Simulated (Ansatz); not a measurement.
Reaction (SMILES): ClCCl + 2 [H][H] (H2) → C (CH4) + 2 Cl (HCl)
B3LYP-D3(BJ)/def2-TZVP geometries, fixed; electronic energies without zero-point terms.

Core correlation in the energy of full hydrogenation at CCSD(T) with Ansatz (a program for electronic structure), in kcal/mol: frozen core against 1s of Al to Cl frozen alone. Core-valence sets carry the plain set on hydrogen. Costs are rough ratios of core time on shared machines of one kind.

| basis | functions, most | frozen core | 1s of Al to Cl frozen alone | core term (second minus first) | cost over frozen core |
|---|---|---|---|---|---|
| cc-pV(D+d)Z | 70 | -48.37 | -48.75 | -0.38 | - |
| cc-pCVDZ | 82 | -48.21 | -48.43 | -0.22 | 2× |
| cc-pV(T+d)Z | 136 | -46.47 | -47.00 | -0.53 | - |
| cc-pwCVTZ | 189 | -46.47 | -46.71 | -0.24 | - |
| cc-pCVTZ | 189 | -46.34 | -46.54 | -0.19 | - |
| cc-pV(Q+d)Z | 243 | -45.53 | -46.14 | -0.61 | - |

The largest core-valence set, cc-pCVTZ, gives a core term of -0.19 kcal/mol; the valence set cc-pV(Q+d)Z, which lacks functions for the core, gives -0.61.
